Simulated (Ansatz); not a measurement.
# Rock-salt MgO, band gap

Reference value: 8.36 eV (measured, zero-point renormalisation of 0.53 eV added back here (the table's ZPR column); inputs from Chen et al. (2018), doi:10.1103/physrevmaterials.2.073803).

**Question.** Which of these levels comes closest to the reference?
A) RPBE (Ansatz (an electronic-structure program))
B) PBEsol-D3(BJ) (Ansatz)
C) G0W0@HSE06 (Ansatz)
D) Hartree–Fock (Ansatz)

**Answer.** C, G0W0@HSE06 (Ansatz)

```
level (code)                value (eV)  cell (Å³/atom)  error (eV)
----------------------  --------------  --------------  ----------
RPBE (Ansatz)            4.89 (direct)            9.31       -3.47
PBEsol-D3(BJ) (Ansatz)   4.89 (direct)            9.10       -3.47
Hartree–Fock (Ansatz)   15.67 (direct)            9.31       +7.31
G0W0@HSE06 (Ansatz)      8.44 (direct)            9.31       +0.08
```

Closest of the ranked levels: G0W0@HSE06 (+0.08 eV). Among them Hartree–Fock (+7.31 eV) misses by most. Of the ranked levels only G0W0@HSE06 lands within 1 eV.

Density-functional gaps are differences of (generalised) Kohn–Sham levels of a static lattice; semilocal ones lie below quasiparticle gaps as a rule. Measured gaps hold zero-point and thermal shifts unless a correction is named.  G0W0@HSE06: GW on a hybrid start was not checked against another program. Values are at the measured cell; PBEsol-D3(BJ) at the level's own equilibrium cell. Cutoffs and k meshes differ between the levels. Ansatz's density-functional and Hartree–Fock values are scalar-relativistic unless marked +SOC, with PAW data made under PBE.

Differences are worked out from the printed values.
